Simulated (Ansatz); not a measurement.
Process, species as SMILES: OCl (OH-Cl) → Cl atom + H atom + O atom
B3LYP-D3(BJ)/def2-TZVP geometries, fixed; electronic energies without zero-point terms.
Largest species:
```
O
H 1 0.9686
Cl 1 1.7015 2 103.27
```
Charge 0, spin multiplicity 1.

The atomisation energy at MP2 with Ansatz (a program for electronic structure), in kcal/mol, split into its Hartree-Fock and correlation parts. Cores are frozen. Open shells are unrestricted. No added dispersion term, no relativity. Functions are those of the species that has most.

| basis | X | functions | Hartree-Fock | MP2 |
|---|---|---|---|---|
| cc-pV(D+d)Z | 2 | 42 | 70.65 | 144.30 |
| cc-pV(T+d)Z | 3 | 83 | 77.47 | 163.66 |
| cc-pV(Q+d)Z | 4 | 149 | 78.16 | 169.29 |
| cc-pV(5+d)Z | 5 | 246 | 78.38 | 171.51 |

Worked estimate of the basis-set limit from each neighbouring pair, with Hartree-Fock from the larger set and the correlation part extrapolated as X^-3.
Correlation parts: X = 2: 73.65, X = 3: 86.19, X = 4: 91.13, X = 5: 93.13.
- (2,3): (27·(86.19) - 8·(73.65))/19 = 91.47; with Hartree-Fock 77.47 the estimate is 168.94 kcal/mol.
- (3,4): (64·(91.13) - 27·(86.19))/37 = 94.73; with Hartree-Fock 78.16 the estimate is 172.89 kcal/mol.
- (4,5): (125·(93.13) - 64·(91.13))/61 = 95.23; with Hartree-Fock 78.38 the estimate is 173.61 kcal/mol.
The last two estimates differ by 0.71 kcal/mol; the largest set lies 2.10 from the last. Over the last step Hartree-Fock moves by 0.22 and the correlation part by 2.00.
